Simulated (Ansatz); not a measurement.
An input for singlet BH2O+

BH2O+: 4 atoms, total charge +1, spin state singlet. SMILES of the parent species: `[BH]O`. The coordinates come from a PBE0-D4/def2-TZVP relaxation. That shape belongs to the parent species and isn't relaxed for this state.

```csv
atom,x (Å),y (Å),z (Å)
B,-0.0061,-0.4855,0.3883
O,0.1197,0.5445,-0.4486
H,-1.0642,-1.0324,0.5403
H,1.0061,0.9132,-0.5003
```

Settings wanted:

| Setting | Value |
| --- | --- |
| basis set | cc-pVTZ |
| core potential | none |
| integral approximation | none |
| task | energy |
| method | DFT |
| functional | BLYP |
| reference | RKS |
| relativity | none |
| accuracy | high |

Question: Write the Ansatz 0.2.0 input and the command.

Answer: One that was run (others would do as well):

molecule.yaml:
```yaml
crystal:
  periodic: [false, false, false]
  atoms:
    - {symbol: B, position_ang: [-0.006100, -0.485500, 0.388300]}
    - {symbol: O, position_ang: [0.119700, 0.544500, -0.448600]}
    - {symbol: H, position_ang: [-1.064200, -1.032400, 0.540300]}
    - {symbol: H, position_ang: [1.006100, 0.913200, -0.500300]}
basis:
  gaussian: {orbitals: cc-pVTZ}
total_charge: 1
hamiltonian: {xc: {name: BLYP}}
accuracy: high
output: {orbitals: {seedname: orbitals}}
```

```bash
$ ansatz run molecule.yaml --threads 1 --pin off --max-ram 3480MiB --events-out events.jsonl --progress --plain --runs-dir runs
```

Calculated total energy: -100.94838 Eh.
